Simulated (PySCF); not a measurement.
## Atomic charges by several schemes

Species: Si(SH)H3.
Geometry (PBE0-D3(BJ)/def2-SVP, Å), atoms numbered from 1 in this order:
```xyz
6
H4SSi angstrom
Si     0.189   -0.014   -0.493
S      0.273    0.027    1.653
H     -1.068    0.056    1.821
H      1.613   -0.023   -0.932
H     -0.503    1.189   -1.045
H     -0.503   -1.235   -1.004
```

Density: PBE0/pcSseg-1 (PySCF); schemes: Mulliken, IAO, Hirshfeld and ESP-fitted. Geometry: PBE0-D3(BJ)/def2-SVP; no solvent, vibrations or thermal averaging.

**Question.** Tabulate the Mulliken, IAO, Hirshfeld and ESP-fitted charges.

**Answer.** In e; atoms taken as equivalent share a row and are averaged (×n: the atom named and its like, n in all):

```json
{"atom": "Si1", "environment": "silicon bonded to S and 3 H", "Mulliken": "+0.420", "IAO": "+0.528", "Hirshfeld": "+0.292", "ESP-fitted": "+0.300"}
{"atom": "S2", "environment": "sulfur bonded to Si and H", "Mulliken": "-0.379", "IAO": "-0.303", "Hirshfeld": "-0.138", "ESP-fitted": "-0.362"}
{"atom": "H3", "environment": "hydrogen on S2", "Mulliken": "+0.156", "IAO": "+0.103", "Hirshfeld": "+0.060", "ESP-fitted": "+0.218"}
{"atom": "H4/H5/H6", "environment": "hydrogen on Si1", "Mulliken": "-0.066", "IAO": "-0.109", "Hirshfeld": "-0.072", "ESP-fitted": "-0.052"}
```

Mean size of the charges over all atoms: IAO 0.210 e, Mulliken 0.192 e, ESP-fitted 0.173 e, Hirshfeld 0.117 e. Each set sums to the total charge, 0, to within 0.001 e. The Mulliken scheme counts on each atom the diagonal of the density matrix times the overlap matrix over that atom's basis functions. The IAO scheme projects the occupied orbitals on a minimal set of polarised atomic orbitals and counts the electrons in each atom's part of it.

Some averages cover members that differ in this geometry: H4/H5/H6, ESP-fitted -0.071 to -0.015 e.

Lowest charge. All schemes agree: Mulliken S2 (-0.379); IAO S2 (-0.303); Hirshfeld S2 (-0.138); ESP-fitted S2 (-0.362).

Highest charge. All schemes agree: Mulliken Si1 (+0.420); IAO Si1 (+0.528); Hirshfeld Si1 (+0.292); ESP-fitted Si1 (+0.300).

**Question.** Sum the charges by element, for elements with more than one atom.

**Answer.** 
| element | atoms | Mulliken | IAO | Hirshfeld | ESP-fitted |
| --- | --- | --- | --- | --- | --- |
| H | 4 | -0.041 | -0.225 | -0.154 | +0.061 |

**Question.** How many electrons does the IAO scheme count on Si1?

**Answer.** Z − q = 14 − (+0.528) = 13.472.
